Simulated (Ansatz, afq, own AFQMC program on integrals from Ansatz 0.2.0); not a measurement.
Where AFQMC and coupled cluster stand for O2, singlet

```xyz
2

O     0.0000    0.0000    0.0000
O     0.0000    0.0000    1.1930
```

Basis 6-31G. Noble-gas cores (and the filled d shells of Ga–Kr and In–Xe) are frozen. AFQMC by an in-house program on the Cholesky factors that Ansatz 0.2.0 writes for its CCSD(T) run. The CISD trial takes its coefficients from CCSD amplitudes. Released means that phaseless walkers are propagated on without the constraint, phases kept. Uncertainties: one standard error, sampling alone.

Determinant: RHF, the one that the program's search chose, which needn't be the lowest solution. The geometry is a PBE0/def2-TZVP stationary point of this or a neighbouring charge and spin state.

Full CI is exact in this basis; its frozen core comes from its own orbitals, which moves totals by up to a few meV.

Cautions: higher spins were not checked; restricted determinant unstable towards unrestricted (UHF 1.47 eV lower, ⟨S²⟩ 1.01); (Q) is large, 166 meV, so the cluster series hasn't closed; the CCSDT(Q) amplitudes may be one of several solutions (largest double 0.74); the CCSDTQ amplitudes may be one of several solutions (largest double 0.97); the released energies are still falling, so no released level is given (meV from the phaseless value at times in 1/Eh: -14 ± 20 at 0.24, -21 ± 16 at 0.50, -33 ± 14 at 1.00, -49 ± 16 at 1.50); the determinant fills πx and πy unequally, so it mixes two states of the linear molecule, and each level undoes that mixture to a different degree, while full CI gives the lower state, and by Hund's rule a triplet of that filling probably lies lower still; CCSDTQ on the UHF determinant differs (1.16 eV lower), perhaps since the unrestricted series falls towards higher spin; full CI with its own frozen core.

* T1 diagnostic: 0.0129
* weight of the determinant in the CISD state: 0.889
* size of the correlated space: 12 electrons in 16 orbitals

```csv
level,correlation energy (eV)
MP2,-7.2346
CCSD,-7.0927
CCSD(T),-7.3350
```

**Question.** Estimate where phaseless AFQMC with a CISD trial lies against CCSD(T) on the same integrals.

**Answer.** 3.93 ± 0.58 mEh below CCSD(T).

Reference: full CI, correlation energy -7.600 eV. CCSDTQ lies 12.0 meV above full CI, in part by the other frozen core, which shifts every row alike, so rows that close can't be ranked against it. The cautions show a poor starting determinant, so the rows tell how each method copes with it here, and full CI is the sure value.

```json
{"level": "CCSD(T)", "E − E(reference) (mEh)": "9.74", "share of correlation (%)": "96.51"}
{"level": "CCSDT", "E − E(reference) (mEh)": "4.87", "share of correlation (%)": "98.26"}
{"level": "CCSDT(Q)", "E − E(reference) (mEh)": "-1.24", "share of correlation (%)": "100.44"}
{"level": "CCSDTQ", "E − E(reference) (mEh)": "0.44", "share of correlation (%)": "99.84"}
{"level": "ph-AFQMC/HF", "E − E(reference) (mEh)": "7.71 ± 2.28", "share of correlation (%)": "97.24"}
{"level": "ph-AFQMC/CISD", "E − E(reference) (mEh)": "5.81 ± 0.58", "share of correlation (%)": "97.92"}
```

CCSDT and higher add their correlation energy to the determinant of the CCSD(T) run, since their own runs factorise the integrals more tightly (a shift of under 2 meV).
